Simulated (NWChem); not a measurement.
System: SiH₃, doublet; SMILES [SiH3]

The following NWChem deck was run.

```
start job
memory heap 200 mb stack 900 mb global 1100 mb
geometry units angstroms noautoz
  Si     0.000000     0.000000     0.155778
  H      0.389128     1.361534    -0.295000
  H      0.984558    -1.017762    -0.295000
  H     -1.373687    -0.343772    -0.295000
end
basis spherical
  Si library def2-svp
  H library def2-svp
end
dft
  odft
  mult 2
  xc slater vwn_5
  iterations 150
  mulliken
end
task dft energy
```

Excerpt of the output:

```
             Northwest Computational Chemistry Package (NWChem) 7.3.0
             --------------------------------------------------------

 C3V symmetry detected

                             Geometry "geometry" -> ""
                             -------------------------

 Output coordinates in angstroms (scale by  1.889725989 to convert to a.u.)

  No.       Tag          Charge          X              Y              Z
 ---- ---------------- ---------- -------------- -------------- --------------
    1 Si                  14.0000     0.00000000     0.00000000     0.07954906
    2 H                    1.0000     1.00129787     1.00129787    -0.37122894
    3 H                    1.0000     0.36650046    -1.36779833    -0.37122894
    4 H                    1.0000    -1.36779833     0.36650046    -0.37122894

 Effective nuclear repulsion energy (a.u.)      15.6031484673

      Symmetry information
      --------------------

 Group name             C3v
 Group number             17
 Group order               6
 No. of unique centers     2

                                 NWChem DFT Module
                                 -----------------

 Summary of "ao basis" -> "ao basis" (spherical)
 ------------------------------------------------------------------------------
       Tag                 Description            Shells   Functions and Types
 ---------------- ------------------------------  ------  ---------------------
 Si                         def2-svp                 8       18   4s3p1d
 H                          def2-svp                 3        5   2s1p

      Symmetry analysis of basis
      --------------------------

        a1         12
        a2          1
        e          20

  Rotation of axis

            General Information
            -------------------
          SCF calculation type: DFT
          Wavefunction type:  spin polarized.
          No. of atoms     :     4
          No. of electrons :    17
           Alpha electrons :     9
            Beta electrons :     8
          Charge           :     0
          Spin multiplicity:     2
          Use of symmetry is: on ; symmetry adaption is: on
          Maximum number of iterations: 150
          AO basis - number of functions:    33
                     number of shells:    17
          Convergence on energy requested:  1.00D-06
          Convergence on density requested:  1.00D-05
          Convergence on gradient requested:  5.00D-04

              XC Information
              --------------
                        Slater Exchange Functional  1.000 local
                      VWN V Correlation Functional  1.000 local

             Grid Information
             ----------------
          Grid used for XC integration:  medium
          Radial quadrature: Mura-Knowles
          Angular quadrature: Lebedev.
          Tag              B.-S. Rad. Rad. Pts. Rad. Cut. Ang. Pts.
          ---              ---------- --------- --------- ---------
          Si                  1.10       88           7.0       590
          H                   0.35       45           8.0       434
          Grid pruning is: on
          Number of quadrature shells:   133
          Spatial weights used:  Erf1

      Superposition of Atomic Density Guess
      -------------------------------------

 Sum of atomic energies:        -290.23638136

      Non-variational initial energy
      ------------------------------

 Total energy =    -290.326014
 1-e energy   =    -432.680612
 2-e energy   =     126.751450
 HOMO         =      -0.140234
 LUMO         =       0.130494

   Symmetry analysis of molecular orbitals - initial alpha
   -------------------------------------------------------

  Numbering of irreducible representations:

     1 a1          2 a2          3 e

  Orbital symmetries:

     1 a1          2 a1          3 e           4 e           5 a1
     6 a1          7 e           8 e           9 a1         10 e
    11 e          12 a1         13 a1         14 e          15 e
    16 a1         17 e          18 e          19 e

   Symmetry analysis of molecular orbitals - initial beta
   ------------------------------------------------------

  Numbering of irreducible representations:

     1 a1          2 a2          3 e

  Orbital symmetries:

     1 a1          2 a1          3 e           4 e           5 a1
     6 a1          7 e           8 e           9 a1         10 e
    11 e          12 a1         13 a1         14 e          15 e
    16 a1         17 e          18 e          19 e

     ---------------------------------------------
      Total Density - Mulliken Population Analysis
     ---------------------------------------------

    Atom       Charge   Shell Charges
 -----------   ------   -------------------------------------------------------
    1 Si  14    13.80   2.00  1.99  1.05  0.37  5.94  1.04  1.34  0.07
    2 H    1     1.07   0.69  0.37  0.01
    3 H    1     1.07   0.69  0.37  0.01
    4 H    1     1.07   0.69  0.37  0.01

     --------------------------------------------
      Spin Density - Mulliken Population Analysis
     --------------------------------------------

    Atom       Charge   Shell Charges
 -----------   ------   -------------------------------------------------------
    1 Si  14     0.91   0.00  0.00  0.06  0.06  0.00  0.24  0.56 -0.00
    2 H    1     0.03   0.02  0.01  0.00
    3 H    1     0.03   0.02  0.01  0.00
    4 H    1     0.03   0.02  0.01  0.00

   convergence    iter        energy       DeltaE   RMS-Dens  Diis-err
 ---------------- ----- ----------------- --------- --------- ---------
 d= 0,ls=0.0,diis     1   -289.9168453857 -3.06D+02  8.20D-03  3.64D-02
                                                     5.00D-03  3.19D-02
 d= 0,ls=0.0,diis     2   -289.9265379830 -9.69D-03  4.48D-03  4.59D-03
                                                     4.04D-03  4.24D-03
 d= 0,ls=0.0,diis     3   -289.9293899309 -2.85D-03  1.60D-03  1.75D-03
                                                     1.33D-03  1.43D-03
 d= 0,ls=0.0,diis     4   -289.9306090169 -1.22D-03  1.11D-04  1.79D-06
                                                     7.04D-05  2.88D-06
 d= 0,ls=0.0,diis     5   -289.9306110198 -2.00D-06  4.74D-05  6.85D-07
                                                     1.58D-05  3.53D-07
 d= 0,ls=0.0,diis     6   -289.9306115394 -5.20D-07  7.31D-06  9.43D-09
                                                     4.79D-06  1.01D-08

         Total DFT energy =     -289.930611539385
      One electron energy =     -433.452746167957
           Coulomb energy =      148.645343659869
    Exchange-Corr. energy =      -20.726357498625
 Nuclear repulsion energy =       15.603148467329

 Numeric. integr. density =       16.999991814022

                  Occupations of the irreducible representations
                  ----------------------------------------------

                     irrep           alpha         beta
                     --------     --------     --------
                     a1                5.0          4.0
                     a2                0.0          0.0
                     e                 4.0          4.0

                    DFT Final Alpha Molecular Orbital Analysis
                    ------------------------------------------

 Vector    7  Occ=1.000000D+00  E=-3.203347D-01  Symmetry=e
              MO Center=  5.0D-02,  4.6D-01, -2.1D-01, r^2= 2.2D+00
   Bfn.  Coefficient  Atom+Function         Bfn.  Coefficient  Atom+Function
  ----- ------------  ---------------      ----- ------------  ---------------
    19      0.343055  2 H  s                  8      0.284217  1 Si px
    29     -0.275899  4 H  s                 11      0.210395  1 Si px
    20      0.182907  2 H  s                  5     -0.162022  1 Si px
    30     -0.147101  4 H  s                  9      0.136437  1 Si py
    12      0.100999  1 Si py                 6     -0.077778  1 Si py

 Vector    8  Occ=1.000000D+00  E=-3.203347D-01  Symmetry=e
              MO Center= -5.0D-02, -4.6D-01, -2.1D-01, r^2= 2.2D+00
   Bfn.  Coefficient  Atom+Function         Bfn.  Coefficient  Atom+Function
  ----- ------------  ---------------      ----- ------------  ---------------
    24      0.357353  3 H  s                  9     -0.284217  1 Si py
    29     -0.236835  4 H  s                 12     -0.210395  1 Si py
    25      0.190530  3 H  s                  6      0.162022  1 Si py
     8      0.136437  1 Si px                30     -0.126273  4 H  s
    19     -0.120518  2 H  s                 11      0.100999  1 Si px

 Vector    9  Occ=1.000000D+00  E=-1.911155D-01  Symmetry=a1
              MO Center= -4.5D-17,  7.5D-17,  4.1D-01, r^2= 2.2D+00
   Bfn.  Coefficient  Atom+Function         Bfn.  Coefficient  Atom+Function
  ----- ------------  ---------------      ----- ------------  ---------------
    13      0.562659  1 Si pz                10      0.408776  1 Si pz
     4      0.266831  1 Si s                  3      0.246648  1 Si s
     7     -0.218315  1 Si pz                 2      0.136357  1 Si s
    19     -0.103414  2 H  s                 24     -0.103414  3 H  s
    29     -0.103414  4 H  s                 20     -0.099192  2 H  s

 Vector   10  Occ=0.000000D+00  E= 1.399624D-02  Symmetry=e
              MO Center=  7.6D-02,  2.6D-02,  1.2D-01, r^2= 3.5D+00
   Bfn.  Coefficient  Atom+Function         Bfn.  Coefficient  Atom+Function
  ----- ------------  ---------------      ----- ------------  ---------------
    11      1.223299  1 Si px                30      1.154120  4 H  s
    25     -0.882358  3 H  s                 12     -0.763969  1 Si py
    20     -0.271761  2 H  s                 29      0.205526  4 H  s
     8      0.195363  1 Si px                24     -0.157131  3 H  s
    18      0.149723  1 Si d  2               9     -0.122007  1 Si py

 Vector   11  Occ=0.000000D+00  E= 1.399624D-02  Symmetry=e
              MO Center= -7.6D-02, -2.6D-02,  1.2D-01, r^2= 3.5D+00
   Bfn.  Coefficient  Atom+Function         Bfn.  Coefficient  Atom+Function
  ----- ------------  ---------------      ----- ------------  ---------------
    12      1.223299  1 Si py                20     -1.175761  2 H  s
    25      0.823233  3 H  s                 11      0.763969  1 Si px
    30      0.352528  4 H  s                 19     -0.209380  2 H  s
     9      0.195363  1 Si py                14     -0.149723  1 Si d -2
    24      0.146602  3 H  s                  8      0.122007  1 Si px

 Vector   12  Occ=0.000000D+00  E= 2.978428D-02  Symmetry=a1
              MO Center=  2.3D-14,  3.5D-14, -4.3D-01, r^2= 3.6D+00
   Bfn.  Coefficient  Atom+Function         Bfn.  Coefficient  Atom+Function
  ----- ------------  ---------------      ----- ------------  ---------------
     4      1.525775  1 Si s                 20     -1.021936  2 H  s
    25     -1.021936  3 H  s                 30     -1.021936  4 H  s
     3      0.796156  1 Si s                 13     -0.744252  1 Si pz
     2      0.327445  1 Si s                 19     -0.169406  2 H  s
    24     -0.169406  3 H  s                 29     -0.169406  4 H  s

                     DFT Final Beta Molecular Orbital Analysis
                     -----------------------------------------

 Vector    6  Occ=1.000000D+00  E=-4.726317D-01  Symmetry=a1
              MO Center= -1.4D-17,  6.9D-18, -1.8D-01, r^2= 1.7D+00
   Bfn.  Coefficient  Atom+Function         Bfn.  Coefficient  Atom+Function
  ----- ------------  ---------------      ----- ------------  ---------------
     3      0.617949  1 Si s                  2      0.392573  1 Si s
    19      0.178434  2 H  s                 24      0.178434  3 H  s
    29      0.178434  4 H  s                  4      0.154430  1 Si s
     1      0.064433  1 Si s                 10     -0.060355  1 Si pz
    20      0.052148  2 H  s                 25      0.052148  3 H  s

 Vector    7  Occ=1.000000D+00  E=-3.124354D-01  Symmetry=e
              MO Center=  3.7D-01,  2.9D-01, -2.3D-01, r^2= 2.2D+00
   Bfn.  Coefficient  Atom+Function         Bfn.  Coefficient  Atom+Function
  ----- ------------  ---------------      ----- ------------  ---------------
    19      0.369283  2 H  s                  9      0.228585  1 Si py
    20      0.208433  2 H  s                 24     -0.204457  3 H  s
     8      0.201911  1 Si px                29     -0.164827  4 H  s
    12      0.161607  1 Si py                11      0.142749  1 Si px
     6     -0.131496  1 Si py                 5     -0.116152  1 Si px

 Vector    8  Occ=1.000000D+00  E=-3.124354D-01  Symmetry=e
              MO Center= -3.7D-01, -2.9D-01, -2.3D-01, r^2= 2.2D+00
   Bfn.  Coefficient  Atom+Function         Bfn.  Coefficient  Atom+Function
  ----- ------------  ---------------      ----- ------------  ---------------
    29     -0.331249  4 H  s                 24      0.308369  3 H  s
     8      0.228585  1 Si px                 9     -0.201911  1 Si py
    30     -0.186966  4 H  s                 25      0.174051  3 H  s
    11      0.161607  1 Si px                12     -0.142749  1 Si py
     5     -0.131496  1 Si px                 6      0.116152  1 Si py

 Vector    9  Occ=0.000000D+00  E=-1.409829D-01  Symmetry=a1
              MO Center= -3.5D-18,  2.8D-17,  4.2D-01, r^2= 2.3D+00
   Bfn.  Coefficient  Atom+Function         Bfn.  Coefficient  Atom+Function
  ----- ------------  ---------------      ----- ------------  ---------------
    13      0.591088  1 Si pz                10      0.371082  1 Si pz
     4      0.286395  1 Si s                  3      0.267640  1 Si s
     7     -0.206276  1 Si pz                 2      0.152016  1 Si s
    20     -0.099422  2 H  s                 25     -0.099422  3 H  s
    30     -0.099422  4 H  s                 19     -0.097485  2 H  s

 Vector   10  Occ=0.000000D+00  E= 3.070014D-02  Symmetry=e
              MO Center=  9.0D-02, -3.0D-02,  1.0D-01, r^2= 3.6D+00
   Bfn.  Coefficient  Atom+Function         Bfn.  Coefficient  Atom+Function
  ----- ------------  ---------------      ----- ------------  ---------------
    11      1.430761  1 Si px                30      1.230883  4 H  s
    20     -0.648750  2 H  s                 25     -0.582133  3 H  s
    12     -0.335852  1 Si py                 8      0.224940  1 Si px
    29      0.205989  4 H  s                  5     -0.130391  1 Si px
    18      0.130807  1 Si d  2              19     -0.108569  2 H  s

 Vector   11  Occ=0.000000D+00  E= 3.070014D-02  Symmetry=e
              MO Center= -9.0D-02,  3.0D-02,  1.0D-01, r^2= 3.6D+00
   Bfn.  Coefficient  Atom+Function         Bfn.  Coefficient  Atom+Function
  ----- ------------  ---------------      ----- ------------  ---------------
    12      1.430761  1 Si py                25      1.085207  3 H  s
    20     -1.046745  2 H  s                 11      0.335852  1 Si px
     9      0.224940  1 Si py                24      0.181610  3 H  s
    19     -0.175174  2 H  s                  6     -0.130391  1 Si py
    14     -0.130807  1 Si d -2              18     -0.081072  1 Si d  2

     ---------------------------------------------
      Total Density - Mulliken Population Analysis
     ---------------------------------------------

    Atom       Charge   Shell Charges
 -----------   ------   -------------------------------------------------------
    1 Si  14    13.97   2.00  1.98  1.13  0.31  5.92  1.29  1.26  0.08
    2 H    1     1.01   0.69  0.31  0.01
    3 H    1     1.01   0.69  0.31  0.01
    4 H    1     1.01   0.69  0.31  0.01

     --------------------------------------------
      Spin Density - Mulliken Population Analysis
     --------------------------------------------

[...]
```

Level: LDA (Slater exchange, VWN5)/def2-SVP, spin-unrestricted. In the optimisation the excess spin sits in a (C3, its own frame). The geometry was optimised at PBE0-D3(BJ)/def2-TZVP, spin-unrestricted. No stability test was run on the SCF state.
